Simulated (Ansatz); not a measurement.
```yaml
crystal:
  periodic: [false, false, false]
  atoms:
    - {symbol: Si, position_ang: [-1.139676, -0.181400, -0.001482]}
    - {symbol: S, position_ang: [1.016245, 0.161413, 0.001322]}
    - {symbol: H, position_ang: [-1.922977, 1.041224, -0.002648]}
    - {symbol: H, position_ang: [1.349982, -1.121589, 0.001901]}
basis:
  gaussian: {orbitals: def2-TZVP}
magnetization: {spin_polarized: true, initial_magnetization: 2}
hamiltonian: {xc: pbe0}
relax: {f_tol: 0.004, max_steps: 80}
```

```sh
$ ansatz run in.yaml --threads 1 --pin off --events-out ev --progress --plain --max-ram 2176MiB
```

Steps of the relaxation (energy above the last step; positions in Å, forces in eV/Å):

```
4
step 1, 31.2 meV
Si   -1.140   -0.181   -0.001    0.995   -0.481    0.001
S     1.016    0.161    0.001   -0.693    0.406   -0.001
H    -1.923    1.041   -0.003   -0.368    0.553   -0.001
H     1.350   -1.122    0.002    0.066   -0.479    0.000
```

```
4
step 2, 3.9 meV
Si   -1.101   -0.189   -0.001    0.289   -0.073    0.000
S     1.017    0.178    0.001   -0.254    0.095    0.000
H    -1.925    1.036   -0.003   -0.137    0.156    0.000
H     1.313   -1.125    0.002    0.103   -0.178    0.000
```

```
4
step 3, 0.8 meV
Si   -1.102   -0.182   -0.001   -0.075   -0.040    0.000
S     1.003    0.168    0.001    0.089    0.016    0.000
H    -1.941    1.048   -0.003    0.041   -0.013    0.000
H     1.343   -1.134    0.002   -0.056    0.037    0.000
```

```
4
step 6, 0.0 meV
Si   -1.101   -0.187   -0.001    0.000    0.000    0.000
S     1.006    0.173    0.001    0.000    0.000    0.000
H    -1.934    1.045   -0.003    0.000    0.000    0.000
H     1.331   -1.131    0.002    0.000    0.000    0.000
```

Close pairs at the end: S2–H4 1.343 Å, Si1–H3 1.487 Å, Si1–S2 2.138 Å.

A stationary point of unrestricted PBE0 after 6 steps, with ⟨S²⟩ = 2.004 against 2.00 for a pure state; no frequencies were run, so it isn't proven a minimum. 20 s on 1 thread of Arm Neoverse V1, shared host.
